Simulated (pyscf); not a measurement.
`[CH3][Ga]([CH3])[CH3]` + `[SH2]` → `[CH3][Ga]([CH3])[SH]` + `[CH4]`, a four-centre exchange (singlet surface; C–Ga, H–S broken, Ga–S, C–H formed). Single points on ωB97X-D3(BJ)/def2-SVP structures (PySCF, gas phase). Energies in kcal/mol from the separated reactants.

AM1 to PM7: differences of heats of formation from MOPAC. 

Question: In single points PM6 puts the saddle at 26.5 kcal/mol and the reaction energy at -21.7 kcal/mol. Should these be trusted to within a few kcal/mol? Compare with ωB97M-D3(BJ)/def2-TZVP.

Answer: ωB97M-D3(BJ)/def2-TZVP gives ΔE‡ = 12.2 kcal/mol and ΔE = -29.8 kcal/mol. PM6 lies 14.4 kcal/mol over it in the barrier and 8.1 kcal/mol over it in the reaction energy, so on this step it does not hold to within 3.0 kcal/mol. ωB97M-D3(BJ)/def2-TZVP has limits of its own. On the reactant side the descent ends in an adduct with a Ga–S contact, 11.2 kcal/mol under the separated species and 20.0 kcal/mol under the saddle at ωB97X-D3(BJ)/def2-TZVP. What is counted as formed (Ga–S) is already present as a longer contact in the reactant adduct; forming that adduct is a step of its own. At ωB97X-D3(BJ) the barrier from the zero used here is 8.8 kcal/mol. This is the saddle that the search found; another between the same sides may lie lower. In the def2 sets elements up to Kr have no core potential.
